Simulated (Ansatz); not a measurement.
Compare A (`C=C(N)CO`) with its isomer B (`CNC(C)=O`).

Gas-phase electronic energies from Ansatz, PBE0-D4/def2-TZVP geometries. CCSD(T)/CBS adds triple-zeta CCSD(T) − MP2 to the extrapolated MP2 energy (def2 sets, frozen cores). DFT in def2-TZVPP. B3LYP here is the variant with VWN-RPA as its local correlation; programs differ in this. One conformer a species, not always the lowest.

(1) Which isomer does CCSD(T)/CBS put lower? Give the gap. (Estimate.)

(2) Give E(B) − E(A) in kcal/mol with CCSD/def2-TZVPP, B3LYP, PBE0-D4, B2PLYP, r2SCAN-D4, HF/def2-TZVPP, CCSD(T)/def2-TZVPP. (An estimate is asked.)

Largest T1 diagnostic: 0.014.

Results:

(1) Computed: B, by 24.1 kcal/mol.

(2) The calculation gave: CCSD/def2-TZVPP -25.0, B3LYP -26.9, PBE0-D4 -26.5, B2PLYP -26.8, r2SCAN-D4 -27.3, HF/def2-TZVPP -28.1, CCSD(T)/def2-TZVPP -25.0. None reverses the order clearly.

In def2-TZVPP, CCSD(T) changes the Hartree–Fock value by +3.0 kcal/mol (the triples alone add −0.1 kcal/mol) and MP2 by +2.5 kcal/mol.
